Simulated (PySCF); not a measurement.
# Ionising AlH

PBE0; Al x2c-SVPall, H x2c-SVPall; spin-free X2C with a Gaussian nucleus (PySCF 2.14). Neutral (UKS): singlet (closed shell), Re = 1.668 Å, ωe = 1657 cm⁻¹, De = 2.98 eV, HOMO -5.79 eV, LUMO -1.77 eV.

AlH⁺ (UKS): doublet (σ ↑), Re = 1.623 Å, ωe = 1668 cm⁻¹, De = 0.93 eV to Al⁺ + H. The energies at the minima are -243.20795 hartree for AlH and -242.90947 for AlH⁺.

**Question.** Work out the adiabatic ionisation energy, without and with harmonic zero-point energies (1 hartree = 27.2114 eV, 1 eV = 8065.5 cm⁻¹), and the change of the bond length.

**Answer.** At PBE0: 0.29848 hartree = 8.122 eV between the minima; the zero-point term (1668.0 − 1657.0)/2 cm⁻¹ = +0.001 eV makes it 8.123 eV. Re changes by -4.5 pm against the neutral. Minus the HOMO energy is 5.79 eV, -2.33 eV from the value between the minima; self-interaction puts the Kohn–Sham level too high, less so with exact exchange. The electron leaves a σ orbital, and the shorter bond of the ion fits an antibonding orbital, or a change in how ionic the bond is.

For an ion De counts to the pair picked by the measured ionisation energies or electron affinities, which need not be the lowest pair at this level. States were picked by a PBE0 search and need not be the measured ground states.
